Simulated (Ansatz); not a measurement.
# PH3 (singlet): wave-function methods side by side, 6-31G*

The task here is to estimate one member of a computed series from the others.

Method: 6-31G*, core rule «outside noble gas», up to 5 orbitals frozen; program: Ansatz 0.2.0, Gaussian basis.

The runs, in order: UHF; CCSD(T) on RHF; BCCD(T) on RHF; CISD; CCSDT(Q) on RHF; CISDTQ; CCSDTQ on RHF; CASSCF and MRCISD+Q, 8 electrons in 7 orbitals; CASSCF and NEVPT2, 8 electrons in 7 orbitals; Full CI.

10 further runs of the same task are left out: 1 that didn't finish, 9 set aside as unsound or not needed.

### The system

The geometry is an MP2(full)/6-31G* stationary point (not a proven minimum).

4 atoms, charge 0, spin multiplicity 1.

Atoms are counted from 1 here; the program's logs count them from 0.

Bond lengths: P1–H2 1.414 Å, P1–H3 1.414 Å, P1–H4 1.414 Å. Angles: H2–P1–H3 94.6°, H2–P1–H4 94.6°, H3–P1–H4 94.6°.

The first run:

in.yaml reads:

```yaml
crystal:
  periodic: [false, false, false]
  atoms:
    - {symbol: P, position_ang: [0.000000, 0.000000, 0.066503]}
    - {symbol: H, position_ang: [-0.000001, 1.200646, -0.681212]}
    - {symbol: H, position_ang: [1.039791, -0.600324, -0.681211]}
    - {symbol: H, position_ang: [-1.039791, -0.600324, -0.681210]}
basis:
  gaussian: {orbitals: "6-31G*"}
magnetization: {spin_polarized: true, initial_magnetization: 0}
hamiltonian: {xc: hf}
output: {orbitals: {seedname: orbitals}}
```

Launch:

```
$ ansatz run in.yaml --threads 1 --pin off --events-out ev --progress --plain --max-ram 2764MiB --backend cpu
```

Steps of the session up to this table: UHF; CCSD(T) on RHF; BCCD(T) on RHF; CISD; CCSDT(Q) on RHF; CISDTQ; CCSDTQ on RHF; CASSCF and MRCISD+Q, 8 electrons in 7 orbitals; CASSCF and NEVPT2, 8 electrons in 7 orbitals; Full CI.

One of the session's tables, all rows but one given; the rest of the session is left out.

```
          method  from FCI (kcal/mol)
             RHF               +83.75
            RMP2               +18.52
            CISD                +5.66
           RCCSD                    ?
        RCCSD(T)                +0.40
         BCCD(T)                +0.40
          RCCSDT                +0.06
          CISDTQ                +0.16
       RCCSDT(Q)                +0.01
         RCCSDTQ                 0.00
  CASSCF valence               +52.54
  NEVPT2 valence               +13.27
  MRCISD valence                +2.55
MRCISD+Q valence                +0.54
             FCI                    0
```

**Question.** Estimate the row for RCCSD.

The run gave: from FCI (kcal/mol): +2.13. In the column «from FCI (kcal/mol)» it lies between MRCISD+Q valence (+0.54) and MRCISD valence (+2.55).
